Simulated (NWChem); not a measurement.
# Spin states of nitric oxide (NO)

SMILES: O=[N]
```xyz
2

N      0.0000     0.0000     0.6093
O      0.0000     0.0000    -0.5331
```
Charge 0, spin multiplicity 2.

Program: NWChem. The geometry was optimised at UPBE0/def2-SVP, a minimum by its harmonic frequencies.

Basis set: def2-TZVP. The gap is E(quartet) − E(doublet) at the geometry of the doublet, so a negative value puts the higher spin lower. Open shells are unrestricted. The quartet is the single determinant that the SCF runs reached, with unpaired electrons in orbitals of symmetry a1 and b1 and b2 (C2v labels); it need not be the lowest quartet, which in molecules with degenerate π orbitals can need several determinants.

B3LYP has NWChem's definition, with VWN1-RPA local correlation. The unpaired electrons of the parent sit in orbitals of symmetry b1 (C2v labels of the run); other states weren't searched. The stability of the SCF solutions was not checked. Open-shell Hartree-Fock references start from PBE0 orbitals.

Task: For the vertical doublet-quartet gap, B3LYP gives 142.8 kcal/mol and PBE gives 141.7 kcal/mol. What do r2SCAN, M06-2X, HF give?

Result: r2SCAN: 136.3 kcal/mol; M06-2X: 143.2 kcal/mol; HF: 119.0 kcal/mol.
